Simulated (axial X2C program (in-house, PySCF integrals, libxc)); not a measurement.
# Photoelectron levels of AlF by EOM-IP-CCSD

Computed with an in-house all-electron X2C program for linear molecules (integrals from PySCF): two-component X2C with atomic mean-field Coulomb and Gaunt terms, Gaussian nuclei, basis Al dyall-v3z, F dyall-av3z with contracted cores.

R = 1.678 Å (near the PBE0 minimum at charge 0 of the determinant lowest at the starting distance; the state shown can have its own minimum elsewhere).

Hartree–Fock spinors of AlF (one of each Kramers pair; a window near the gap, which can cut inner shells):

```
  ω  occupied  ε (eV)                    character
1/2       yes  -18.16    88% F p, 6% Al s, 2% Al p
1/2       yes  -16.61    91% F p, 3% Al d, 3% Al p
3/2       yes  -16.56    91% F p, 4% Al d, 3% Al p
1/2       yes   -9.24  64% Al s, 19% Al p, 10% F p
1/2        no    0.89    87% Al p, 8% F p, 4% Al d
3/2        no    0.89    87% Al p, 8% F p, 4% Al d
1/2        no    1.92  71% Al p, 12% Al s, 8% Al d
1/2        no    3.33  61% Al s, 21% F p, 16% Al p
1/2        no    4.60  58% F p, 19% Al s, 11% Al p
1/2        no    4.67   84% F p, 11% Al d, 4% Al p
```

Vertical ionisation energies of AlF to the states of AlF⁺:

| Ω of AlF⁺ | vertical IE (eV) | above lowest (cm⁻¹) | ionised spinor | one-hole weight |
| --- | --- | --- | --- | --- |
| 1/2 | 9.739 | 0 | 62% Al sσ, 19% Al pσ, 12% F pσ | 0.97 |
| 3/2 | 14.624 | 39398 | 91% F pπ | 0.89 |
| 1/2 | 14.657 | 39664 | 91% F pπ | 0.89 |
| 1/2 | 16.196 | 52083 | 87% F pσ, 8% Al sσ | 0.91 |

Question: How far does the lowest EOM-IP-CCSD energy lie from the Koopmans value −ε of the highest filled spinor?

Answer: 9.739 eV against 9.24 eV, a shift of 0.50 eV: relaxation of the final state lowers the energy and the loss of correlation raises it.

Question: Take the first Ω = 1/2 and Ω = 3/2 rows of π character: how far apart are they, and which lies lower?

Answer: E(3/2) − E(1/2) = 39398 − 39664 = -266 cm⁻¹ at EOM-IP-CCSD: inverted, Ω = 3/2 lower. Splittings at this level can be off by ten to twenty per cent.

This point took 7 s on 1 thread of Intel(R) Xeon(R) Processor @ 2.30GHz, with other jobs on the host.

Reference electrons by ω block (each with its −ω partner): 1/2: 9, 3/2: 2. 10 electrons of AlF correlated (inner shells frozen), 94 natural virtual spinors (a truncated set); levels can be off by some tenths of an eV. Roots sought by Ω: (1/2: 4, 3/2: 3, 5/2: 1); rows need 60 % one-particle weight and stop where some Ω has no more roots. Missing are any skipped roots, higher Ω and states of a further excitation; these come out far too high here and may in truth be low or lowest. T1 of the reference 0.014 (Lee–Taylor). Number of frozen shells: Al 2 s, 1 p; F 1 s.
